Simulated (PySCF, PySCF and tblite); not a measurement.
A run on one conformer of C₄H₈F₂, numbered as in [CH3:1][CH2:2][CH2:3][CH:4]([F:5])[F:6], from an ensemble study. The sound level was PBE0/pcSseg-1 on GFN2-xTB geometries.

Input:

```
{"job": {"xc": "PBE0", "basis": "pcSseg-1", "scf": {"max_cycle": 88}, "kind": "nmr", "pop": false}, "charge": 0, "multiplicity": 1}
C      2.155700    -0.070413     0.078714
C      0.618398     0.595473     0.102611
C     -0.559507    -0.577740    -0.140711
C     -2.092667     0.082443    -0.116554
F     -2.434825     0.597572     1.241710
F     -3.123044    -0.950282    -0.435041
H      2.978827     0.776646     0.263178
H      2.374018    -0.586909    -0.978082
H      2.268551    -0.898428     0.934217
H      0.427082     1.130134     1.160513
H      0.530383     1.432982    -0.754677
H     -0.497655    -1.412200     0.721004
H     -0.407702    -1.116361    -1.202878
H     -2.238305     0.996564    -0.898387
```

Command: OMP_NUM_THREADS=1 python ens_run.py task.json out

Output:

```
final grid: 111016 points
cycle   1  E = -356.3008033809  dE = -4.362e-01  |g| = 7.827e-01  |ddm| = 2.778e+00
cycle   2  E = -356.0544909645  dE =  2.463e-01  |g| = 1.477e+00  |ddm| = 1.160e+00
cycle   3  E = -356.4178105178  dE = -3.633e-01  |g| = 4.731e-02  |ddm| = 7.538e-01
cycle   4  E = -356.4179586546  dE = -1.481e-04  |g| = 4.154e-02  |ddm| = 6.395e-02
cycle   5  E = -356.4184023656  dE = -4.437e-04  |g| = 4.819e-03  |ddm| = 3.371e-02
cycle   6  E = -356.4184076903  dE = -5.325e-06  |g| = 1.352e-03  |ddm| = 4.457e-03
cycle   7  E = -356.4184081109  dE = -4.206e-07  |g| = 3.617e-04  |ddm| = 1.285e-03
cycle   8  E = -356.4184081351  dE = -2.416e-08  |g| = 1.129e-04  |ddm| = 2.858e-04
cycle   9  E = -356.4184081380  dE = -2.977e-09  |g| = 2.719e-05  |ddm| = 9.847e-05
cycle  10  E = -356.4184081382  dE = -1.957e-10  |g| = 5.156e-06  |ddm| = 2.454e-05
converged SCF energy = -356.4184081382

GIAO shielding tensors (ppm)
atom      isotropic    diamagn.    paramagn.     s11        s22        s33       span
  0 C      142.628     245.447    -102.819    130.820    134.584    162.478     31.658
  1 C      131.461     247.615    -116.154    117.171    135.216    141.995     24.824
  2 C      113.010     249.099    -136.089     87.995    111.555    139.481     51.486
  3 C       19.271     243.751    -224.480     -4.518     26.460     35.869     40.388
  4 F      226.842     472.873    -246.030     75.339    261.976    343.212    267.873
  5 F      217.574     470.471    -252.897     50.500    259.728    342.494    291.994
  6 H       27.209      25.343       1.866     23.647     24.892     33.087      9.440
  7 H       27.547      26.726       0.821     24.251     25.964     32.424      8.172
  8 H       27.471      26.737       0.734     24.065     26.031     32.317      8.252
  9 H       26.775      28.735      -1.960     22.598     27.132     30.595      7.997
 10 H       27.112      28.972      -1.861     23.386     26.803     31.146      7.760
 11 H       26.363      28.353      -1.990     23.520     26.678     28.891      5.370
 12 H       26.720      28.605      -1.885     23.460     26.982     29.719      6.260
 13 H       22.811      25.013      -2.202     21.355     22.437     24.640      3.285
```

Task: What is wrong with this calculation, and what did it do to the result?

Result: The setting at fault: coordinates scaled (wrong unit or factor). The calculation finished and met its thresholds. Shieldings averaged over the conformers (ppm), as run and sound:
```csv
atoms,as run,sound
C1,142.8,170.8
C2,131.3,166.5
C3,113.2,145.5
C4,19.3,63.3
F5/F6,222.4,309.3
H1,27.4,30.6
H2,26.9,30.2
H3,26.5,30.0
H4,22.8,25.6
```
